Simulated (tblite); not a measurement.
Species: tetrahydropyran, C5H10O.
Numbering: `[CH2:1]1[CH2:2][CH2:3][O:4][CH2:5][CH2:6]1` (hydrogens: H7, H8 on C1; H9, H10 on C2; H11, H12 on C3; H13, H14 on C5; H15, H16 on C6)

Computed with GFN2-xTB (tblite), gas phase: Langevin dynamics at 200 K from the optimised GFN2-xTB geometry, time step 0.5 fs, friction 0.01 fs⁻¹, 2000 steps. Over the second half of the run the saved frames average 213 K.

The optimised geometry, where the run starts:
```
atom  x, y, z in Å
C1     -0.136    0.969    0.772
C2     -1.306    0.414   -0.037
C3     -1.036   -1.052   -0.378
O4      0.171   -1.215   -1.086
C5      1.277   -0.756   -0.343
C6      1.159    0.730   -0.001
H7     -0.084    0.456    1.736
H8     -0.276    2.034    0.964
H9     -2.239    0.493    0.523
H10    -1.409    0.979   -0.965
H11    -1.003   -1.645    0.551
H12    -1.816   -1.456   -1.026
H13     1.369   -1.341    0.587
H14     2.153   -0.948   -0.967
H15     2.026    1.041    0.585
H16     1.143    1.306   -0.928
```

t = 50 fs, T = 134 K, E(pot) 0.192 eV above the start
```
atom  x, y, z in Å  |  force x, y, z in eV/Å
C1     -0.212    0.967    0.804   -0.057  -0.117   0.023
C2     -1.329    0.379   -0.025   -1.521   0.199  -0.158
C3     -1.097   -1.100   -0.332    0.073  -0.203   0.178
O4      0.114   -1.338   -1.015   -0.341   0.387  -0.380
C5      1.207   -0.791   -0.318    0.059   0.100  -0.589
C6      1.052    0.712   -0.027    0.599   0.077   0.717
H7     -0.137    0.386    1.762   -0.019   0.745  -0.630
H8     -0.420    2.053    0.993    0.447  -0.949  -0.010
H9     -2.330    0.500    0.448    0.571  -0.235   0.069
H10    -1.436    0.929   -0.972    0.327  -0.153   0.073
H11    -1.056   -1.712    0.597   -0.338   0.311  -0.113
H12    -1.907   -1.446   -0.983    0.175  -0.203   0.093
H13     1.304   -1.347    0.618    0.359  -0.007   0.206
H14     2.053   -0.974   -1.012   -0.177   0.085   0.632
H15     1.905    1.043    0.572    0.198  -0.094  -0.134
H16     1.088    1.263   -0.966   -0.353   0.057   0.021
```

t = 175 fs, T = 196 K, E(pot) 0.292 eV above the start
```
atom  x, y, z in Å  |  force x, y, z in eV/Å
C1     -0.384    1.027    0.650   -0.196   1.093  -0.986
C2     -1.547    0.343   -0.076   -0.361  -0.620   0.705
C3     -1.354   -1.208   -0.030    1.273   1.298   0.555
O4     -0.061   -1.623   -0.488   -0.542   0.801  -0.438
C5      1.004   -0.903    0.121    0.913  -1.471  -0.665
C6      0.924    0.610   -0.034   -0.113  -0.528   1.591
H7     -0.379    0.820    1.714    0.046  -0.282   0.088
H8     -0.466    2.125    0.537   -0.199  -0.291   0.120
H9     -2.542    0.604    0.387    0.931  -0.272  -0.386
H10    -1.564    0.634   -1.123    0.013   0.175  -0.041
H11    -1.448   -1.557    1.000   -0.289  -0.056   0.192
H12    -2.080   -1.631   -0.673   -0.585  -0.785  -0.538
H13     0.973   -1.222    1.188    0.569   0.385  -0.305
H14     1.930   -1.321   -0.441   -1.190   0.538   1.131
H15     1.769    1.098    0.489   -0.259  -0.325  -0.420
H16     0.921    0.847   -1.075   -0.012   0.339  -0.602
```

t = 200 fs, T = 174 K, E(pot) 0.349 eV above the start
```
atom  x, y, z in Å  |  force x, y, z in eV/Å
C1     -0.380    1.041    0.560   -0.879  -1.268  -0.267
C2     -1.573    0.262   -0.056    0.234   0.046  -0.068
C3     -1.328   -1.258    0.095   -1.216   0.773   0.162
O4     -0.113   -1.647   -0.430    0.574   0.097  -0.238
C5      0.970   -0.914    0.154   -0.673  -2.044  -0.079
C6      0.912    0.549   -0.077   -1.523  -0.558   1.134
H7     -0.425    0.843    1.627    0.347  -0.055   0.205
H8     -0.471    2.073    0.415   -0.352   1.603  -0.264
H9     -2.545    0.532    0.378    0.387  -0.026   0.202
H10    -1.676    0.443   -1.129    0.296   0.248  -0.016
H11    -1.431   -1.538    1.171    0.072  -0.047  -0.425
H12    -2.122   -1.718   -0.518    0.326  -0.388   0.407
H13     0.949   -1.169    1.226    0.247   0.263   0.059
H14     1.831   -1.363   -0.307    0.627  -0.221  -0.133
H15     1.750    0.919    0.405    1.657   1.230   0.989
H16     0.963    0.781   -1.093   -0.123   0.347  -1.669
```

t = 550 fs, T = 197 K, E(pot) 0.355 eV above the start
```
atom  x, y, z in Å  |  force x, y, z in eV/Å
C1     -0.399    0.816    0.809    0.597   0.413  -1.220
C2     -1.856    0.473    0.607   -0.801  -0.438  -0.270
C3     -2.006   -1.072    0.686   -0.325   0.350   0.447
O4     -1.050   -1.772   -0.060   -1.349  -0.697  -0.549
C5      0.243   -1.465    0.248    0.735   1.389   0.583
C6      0.531    0.004   -0.106    0.714  -0.361  -0.676
H7     -0.075    0.507    1.781    0.025   0.451   0.906
H8     -0.281    1.884    0.601    0.238  -0.054   0.449
H9     -2.478    0.917    1.424    0.393  -0.215  -0.738
H10    -2.180    0.876   -0.378    0.011  -0.373   0.598
H11    -1.833   -1.319    1.762   -0.410  -0.117  -0.293
H12    -3.001   -1.446    0.329    0.770   0.400   0.412
H13     0.485   -1.577    1.318   -0.191  -0.323   0.141
H14     0.849   -2.120   -0.318    0.748  -0.823  -0.645
H15     1.620    0.213    0.091   -1.025   0.043  -0.085
H16     0.371    0.092   -1.212   -0.131   0.357   0.942
```

t = 750 fs, T = 208 K, E(pot) 0.332 eV above the start
```
atom  x, y, z in Å  |  force x, y, z in eV/Å
C1      0.070    0.653    1.350    0.386   0.233   0.400
C2     -1.400    0.480    0.991   -0.901  -0.030   1.069
C3     -1.720   -0.990    0.750    0.573  -1.773   0.449
O4     -0.856   -1.588   -0.239    0.240   0.382   0.841
C5      0.555   -1.484    0.071   -1.706   0.387   1.610
C6      0.934   -0.022    0.310    0.983  -0.086  -0.995
H7      0.353    0.173    2.309   -0.518   0.406  -0.220
H8      0.313    1.743    1.392   -0.120  -0.754   0.125
H9     -2.063    0.832    1.834    0.607  -0.185  -0.776
H10    -1.602    1.081    0.116   -0.193   0.052  -0.305
H11    -1.572   -1.566    1.729    0.072   0.612  -0.748
H12    -2.752   -1.293    0.445    0.688   0.835  -0.097
H13     0.843   -2.132    0.933   -0.450   0.332  -0.133
H14     1.009   -1.879   -0.778    0.918  -0.545  -1.461
H15     2.005    0.049    0.608   -0.585  -0.102  -0.227
H16     0.831    0.439   -0.690    0.007   0.238   0.468
```

t = 775 fs, T = 202 K, E(pot) 0.371 eV above the start
```
atom  x, y, z in Å  |  force x, y, z in eV/Å
C1      0.127    0.654    1.394    0.801   0.133   1.090
C2     -1.336    0.487    1.052   -1.081   0.088   0.993
C3     -1.687   -0.982    0.853   -0.763  -0.932  -0.845
O4     -0.936   -1.540   -0.224    0.628   0.522   1.451
C5      0.433   -1.467    0.135   -0.226  -0.546   0.733
C6      1.006   -0.073    0.378   -0.281   0.019  -0.415
H7      0.298    0.102    2.383   -0.150   1.083  -0.937
H8      0.433    1.750    1.456   -0.410  -1.362   0.185
H9     -1.998    0.834    1.879    0.551   0.027  -0.263
H10    -1.658    1.056    0.179    0.346  -0.108  -0.186
H11    -1.651   -1.653    1.784    0.368   0.974  -0.927
H12    -2.700   -1.066    0.442   -0.241   0.123   0.381
H13     0.619   -2.018    1.095   -0.328  -0.051  -0.478
H14     0.897   -2.000   -0.661    0.826  -0.273  -0.631
H15     2.020   -0.203    0.756   -0.005   0.145  -0.037
H16     1.048    0.471   -0.562   -0.035   0.158  -0.115
```

t = 975 fs
```
atom  x, y, z in Å
C1      0.562    0.455    1.421
C2     -0.909    0.865    1.350
C3     -1.812   -0.354    1.053
O4     -1.433   -1.005   -0.110
C5     -0.087   -1.457   -0.064
C6      0.859   -0.268    0.041
H7      0.763   -0.188    2.334
H8      1.301    1.260    1.611
H9     -1.273    1.248    2.297
H10    -1.115    1.613    0.578
H11    -1.879   -1.061    1.919
H12    -2.846   -0.018    0.846
H13     0.053   -2.147    0.812
H14     0.065   -2.016   -0.962
H15     1.913   -0.595   -0.114
H16     0.583    0.444   -0.739
```

Task: Estimate the potential energy and the forces of this last frame.

Result: 0.310 eV above the start.

```json
{"atom": "C1", "Fx (eV/Å)": "1.048", "Fy (eV/Å)": "-0.766", "Fz (eV/Å)": "-0.092"}
{"atom": "C2", "Fx (eV/Å)": "-0.371", "Fy (eV/Å)": "-0.275", "Fz (eV/Å)": "0.411"}
{"atom": "C3", "Fx (eV/Å)": "-0.447", "Fy (eV/Å)": "0.310", "Fz (eV/Å)": "0.272"}
{"atom": "O4", "Fx (eV/Å)": "0.346", "Fy (eV/Å)": "-0.691", "Fz (eV/Å)": "-0.427"}
{"atom": "C5", "Fx (eV/Å)": "-0.284", "Fy (eV/Å)": "0.067", "Fz (eV/Å)": "1.012"}
{"atom": "C6", "Fx (eV/Å)": "0.255", "Fy (eV/Å)": "0.274", "Fz (eV/Å)": "1.195"}
{"atom": "H7", "Fx (eV/Å)": "-0.545", "Fy (eV/Å)": "0.033", "Fz (eV/Å)": "-1.175"}
{"atom": "H8", "Fx (eV/Å)": "-0.746", "Fy (eV/Å)": "0.119", "Fz (eV/Å)": "-0.571"}
{"atom": "H9", "Fx (eV/Å)": "0.169", "Fy (eV/Å)": "0.343", "Fz (eV/Å)": "0.281"}
{"atom": "H10", "Fx (eV/Å)": "0.349", "Fy (eV/Å)": "-0.093", "Fz (eV/Å)": "0.054"}
{"atom": "H11", "Fx (eV/Å)": "0.361", "Fy (eV/Å)": "0.316", "Fz (eV/Å)": "-0.329"}
{"atom": "H12", "Fx (eV/Å)": "0.316", "Fy (eV/Å)": "0.021", "Fz (eV/Å)": "0.170"}
{"atom": "H13", "Fx (eV/Å)": "-0.067", "Fy (eV/Å)": "0.399", "Fz (eV/Å)": "-0.445"}
{"atom": "H14", "Fx (eV/Å)": "0.114", "Fy (eV/Å)": "-0.351", "Fz (eV/Å)": "-0.687"}
{"atom": "H15", "Fx (eV/Å)": "-0.692", "Fy (eV/Å)": "0.323", "Fz (eV/Å)": "0.390"}
{"atom": "H16", "Fx (eV/Å)": "0.194", "Fy (eV/Å)": "-0.027", "Fz (eV/Å)": "-0.059"}
```

The bond farthest from its length at the start is C1–C6 (1.586 against 1.527 Å), and half the difference of its two atoms' forces along it is -0.87 eV/Å (positive lengthens). The largest atomic force is 1.30 eV/Å.

The cost below is that of the whole dynamics run. Hardware: one thread of an Arm Neoverse V2, shared host with 96 logical CPUs at a one-minute load of 29. Cost: 6.8 s of wall time, 0.18 GiB resident at most.
